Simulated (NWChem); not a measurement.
# BOF (fluoro(oxo)borane): CAM-B3LYP/cc-pVDZ (density fitting with ahlrichs coulomb fitting)

Aim: the vertical ionisation energy of BOF (fluoro(oxo)borane) at CAM-B3LYP/cc-pVDZ (density fitting with ahlrichs coulomb fitting), from 2 runs. 

Program for the calculation: NWChem 7.3.0.

## Step 1: The molecule

The species is BOF (3 atoms), meant as a singlet with charge 0. As SMILES, `O=BF`. The coordinates come from a PBE0-D4/def2-TZVP relaxation.

Bond lengths: O1–B2 1.206 Å, B2–F3 1.282 Å. Angles: O1–B2–F3 180.0°.

## Step 2: A single-point energy at CAM-B3LYP/cc-pVDZ (density fitting with ahlrichs coulomb fitting)

The input, m1.nw:

```
echo
start m1
title "BFO"
memory total 2200 mb
geometry units angstrom noautosym nocenter noautoz
  O        0.983100      -0.565100       0.479900
  B        0.020300      -0.011600       0.009900
  F       -1.003400       0.576800      -0.489800
end
basis spherical bse
  * library cc-pVDZ
end
basis "cd basis" spherical
  * library "ahlrichs coulomb fitting"
end
dft
  xc xcamb88 1.00 lyp 0.81 vwn_5 0.19 hfexch 1.00
  cam 0.33 cam_alpha 0.19 cam_beta 0.46
  mult 1
  grid fine
  convergence energy 1e-08
  direct
  maxiter 100
  mulliken
  noprint "final vectors analysis"
end
task dft energy
```

Started as:

```sh
$ nwchem m1.nw > m1.out
```

The log of the run, cut to the lines that bear on the results:

```text
[...]
          Wavefunction type:  closed shell.
          No. of atoms     :     3
          No. of electrons :    22
[...]
          Charge           :     0
          Spin multiplicity:     1
[...]
          AO basis - number of functions:    42
[...]
              XC Information
              --------------
                     Hartree-Fock (Exact) Exchange  1.000
                   CAM-Becke88 Exchange Functional  1.000
                      VWN V Correlation Functional  0.190 local
              Lee-Yang-Parr Correlation Functional  0.810
[...]
 d= 0,ls=0.0,diis     1   -199.8201146336 -2.51D+02  2.81D-02  9.97D-01     0.4
[...]
 d= 0,ls=0.0,diis     8   -199.9459486780 -8.32D-09  3.74D-06  1.59D-07     2.2
         Total DFT energy =     -199.945948677980
      One electron energy =     -377.636238907622
           Coulomb energy =      149.347840546679
    Exchange-Corr. energy =      -23.096504172599
 Nuclear repulsion energy =       51.438953855561
[...]
      Total Density - Mulliken Population Analysis
     ---------------------------------------------
    Atom       Charge   Shell Charges
 -----------   ------   -------------------------------------------------------
    1 O    8     8.09   2.01  0.86  0.78  2.82  1.60  0.02
    2 B    5     4.88   2.02  0.54  0.13  1.58  0.32  0.29
    3 F    9     9.03   2.01  0.90  0.91  3.37  1.84  0.01
[...]
```

It took 2.8 s on 1 thread of Intel Xeon 6975P-C (Granite Rapids), shared host; peak memory 0.11 GiB.

## Step 3: The doublet cation

The input, bfo.nw:

```
start bfo
title "BFO"
memory 2200 mb
charge 1

geometry units bohr noautosym nocenter noautoz
   O   1.85778975 -1.06788423  0.90687957
   B   0.03836144 -0.02192082  0.01870829
   F  -1.89615119  1.08999403 -0.92558786
end

basis spherical bse
   O library cc-pVDZ
   B library cc-pVDZ
   F library cc-pVDZ
end

basis "cd basis" spherical
   O library "ahlrichs coulomb fitting"
   B library "ahlrichs coulomb fitting"
   F library "ahlrichs coulomb fitting"
end

dft
   xc xcamb88 1.00 lyp 0.81 vwn_5 0.19 hfexch 1.00
   cam 0.33 cam_alpha 0.19 cam_beta 0.46
   mult 2
   grid fine
   convergence energy 1e-08
   direct
   maxiter 100
   mulliken
   print low
end

task dft energy
```

Started as:

```sh
$ nwchem bfo.nw > bfo.out
```

The log of the run, cut to the lines that bear on the results:

```text
[...]
 d= 0,ls=0.0,diis     1   -199.2648292672 -2.51D+02  1.56D-02  5.32D-01     0.4
[...]
 d= 0,ls=0.0,diis    11   -199.4555780753 -1.48D-09  1.36D-07  1.76D-10     3.6
[...]
         Total DFT energy =     -199.455578075261
      One electron energy =     -369.361585715615
           Coulomb energy =      141.180446886763
    Exchange-Corr. energy =      -22.713389435094
 Nuclear repulsion energy =       51.438950188685
[...]
      Total Density - Mulliken Population Analysis
     ---------------------------------------------
    Atom       Charge   Shell Charges
 -----------   ------   -------------------------------------------------------
    1 O    8     7.63   2.01  0.92  0.79  2.72  1.17  0.02
    2 B    5     4.55   2.02  0.58  0.10  1.45  0.12  0.28
    3 F    9     8.83   2.01  0.92  0.90  3.32  1.67  0.01
[...]
      <S2> =      0.7532 (Exact =     0.7500)
[...]
```

Wall time 4.2 s (1 thread of Intel Xeon 6975P-C (Granite Rapids), shared host); peak memory 0.1 GiB.

## Step 4: Outcome

Level: CAM-B3LYP/cc-pVDZ (density fitting with ahlrichs coulomb fitting).

```
                                          quantity          value
                         singlet BOF: total energy  -199.94595 Eh
                        singlet BOF: dipole moment         1.95 D
                      doublet cation: total energy  -199.45558 Eh
                              doublet cation: ⟨S²⟩          0.753
vertical ionisation energy (to the doublet cation)      13.344 eV
```

In words: The vertical ionisation energy comes to 13.34 eV (1287 kJ/mol). Mulliken charges (doublet cation) run from +0.17 on F3 to +0.45 on B2.
